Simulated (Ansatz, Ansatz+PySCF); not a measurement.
```xyz
10

C     0.0037    0.6302   -1.2262
C     0.0060   -0.6233   -1.2420
C     0.0073    1.4651   -0.1403
C    -0.0065   -1.4573   -0.1394
C    -0.0092    0.7002    1.0515
C    -0.0090   -0.7068    1.0534
H     0.0080    2.5569   -0.1358
H     0.0073   -2.5476   -0.1306
H    -0.0092    1.2277    2.0169
H     0.0037   -1.2209    2.0165
```

RHF-MP2 on singlet C₆H₄ was run in several spherical basis sets with Ansatz (development build ahead of 0.2.0). Frozen core: 6 orbitals. Caution for RHF-MP2: an unrestricted determinant lies well below; in another basis set an unrestricted determinant lies well below.

Problem. Rank the basis sets by the total energy that they give, lowest first, with the distance from the lowest.
A. cc-pVDZ
B. def2-SVP
C. STO-3G
D. 6-31G(d)

Solution. A (0.00 eV), D (1.16 eV), B (5.17 eV), C (88.40 eV).

Totals follow the description of the cores as much as that of the bonds, so this order isn't one of quality for chemistry.
